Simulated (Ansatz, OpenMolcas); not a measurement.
SiCl2 (SMILES Cl[Si]Cl): methods side by side

The species is SiCl2 (3 atoms), meant as a singlet with charge 0. SMILES: `Cl[Si]Cl`. Geometry: relaxed at GFN2-xTB.

```xyz
3

Si    0.0051   -0.0069   -0.8693
Cl    1.5816   -0.0189    0.4441
Cl   -1.5868    0.0259    0.4253
```

Quantity: the energy change with the Si1–Cl3 bond stretched from 2.052 to 5.130 Å, in eV. The values are calculated.

| level | kind | program | value (eV) | less FCI/STO-3G | CPU time (all runs) |
| --- | --- | --- | --- | --- | --- |
| SVWN5/STO-3G (restricted) | LDA | Ansatz | 4.99 | +0.69 | 3.1 s |
| revPBE/STO-3G (restricted) | GGA | Ansatz | 4.43 | +0.13 | 6 s |
| r2SCAN/STO-3G (restricted) | meta-GGA | Ansatz | 4.83 | +0.53 | 30 s |
| PBE0/STO-3G (restricted) | global hybrid | Ansatz | 5.44 | +1.14 | 13 s |
| r2SCAN0/STO-3G (restricted) | hybrid meta-GGA | Ansatz | 5.57 | +1.27 | 60 s |
| SC-NEVPT2(2,2)/STO-3G | multireference | OpenMolcas | 4.25 | -0.05 | 3.1 s |
| CCSDT(Q)/STO-3G (restricted) | coupled cluster or CI | Ansatz | 4.54 | +0.24 | 2.8 s |
| FCI/STO-3G | exact in the basis | OpenMolcas | 4.30 | 0.00 | 23 s |

FCI/STO-3G is exact within its basis and frozen core, so for wave-function methods in that basis the difference is their error; functionals converge differently with the basis, so for them it is only a difference. The first shape isn't each level's own minimum. The values span 4.25 to 5.57 eV. All rows use very small basis sets, so none should be taken for the real molecule's value. Times are those of the runs behind each value, whatever else they computed, on shared processors of several kinds: orders of magnitude only.
